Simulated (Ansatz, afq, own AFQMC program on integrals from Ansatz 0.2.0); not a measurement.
AFQMC on a folder of integrals that Ansatz 0.2.0 wrote.

```yaml
crystal:
  periodic: [false, false, false]
  atoms:
    - {symbol: C, position_ang: [0.000000, 0.000000, 0.552818]}
    - {symbol: C, position_ang: [0.000000, 0.000000, -0.737775]}
    - {symbol: H, position_ang: [0.000000, -0.939613, 1.101979]}
    - {symbol: H, position_ang: [0.000000, 0.939613, 1.101979]}
basis:
  gaussian: {orbitals: cc-pVDZ}
magnetization: {spin_polarized: true, initial_magnetization: 0}
correlation: {method: ccsd_t, electrons: outside_noble_gas, hamiltonian_folder: ham}
```

```sh
$ ansatz run in.yaml --threads 1 --pin off --events-out ev --progress --plain --max-ram 1382MiB
```

afq runs on the folder ham with

```
--method free --trial cisd --walkers 70 --time-step 0.03 --max-blocks 80 --target-error 0.00038 --factor-cut 1e-05 --seed 8828 --times 0,0.21,0.42,0.81,1.2,1.8,2.4,3 --taylor-order 8
```

Times are imaginary, in 1/Eh. The walk had a cap of 536 s.

```
orbitals 36  electrons 5 5  factors 288 of 350
reference energy -76.77333117 Eh
CCSD correlation -0.26053938 Eh in 10 cycles, weight of the determinant in the CISD state 0.8800
repeat  energy at the last time / Eh  error
    10  -77.046460  0.002647
    20  -77.045162  0.001493
    30  -77.045687  0.001141
    40  -77.045367  0.000906
    50  -77.045008  0.000764
    60  -77.044837  0.000660
    70  -77.044915  0.000597
    80  -77.044751  0.000545
time / (1/Eh)  energy / Eh  error  mean overlap
  0.00  -77.033822  0.000180  1.1362
  0.21  -77.039266  0.000241  1.1354
  0.42  -77.041731  0.000231  1.1340
  0.81  -77.043607  0.000286  1.1397
  1.20  -77.044121  0.000311  1.1400
  1.80  -77.044526  0.000380  1.1414
  2.40  -77.044115  0.000445  1.1645
  3.00  -77.044751  0.000545  1.1622
energy -77.044751 +/- 0.000545 Eh
```

Problem. Estimate how long the walk took on 1 thread of Arm Neoverse V2 (shared host).

Solution. 4.3 min of wall time.

The run passed its tests (error under three times the target), which doesn't prove that it has relaxed.

Against this walk (error 14.8 meV) on the same determinant: CCSD(T) 41.2 meV higher, CCSDT(Q) 1.1 meV lower (within the noise). The error is statistical, and a free projection of finite length keeps a remainder of its start.

Cautions: remainder of the start not in the error; error above the target (14.8 against 10.3 meV); an unrestricted solution with more broken spin lies lower (17 meV, ⟨S²⟩ 0.15), while this determinant keeps restricted orbitals.

CCSDT and higher add their correlation energy to the determinant of the CCSD(T) run, since their own runs factorise the integrals more tightly (a shift of under 2 meV). A walk keeps the symmetry of its determinant, which the program's search chose and which needn't be the lowest solution, so a lower state of the same spin and another symmetry isn't excluded.
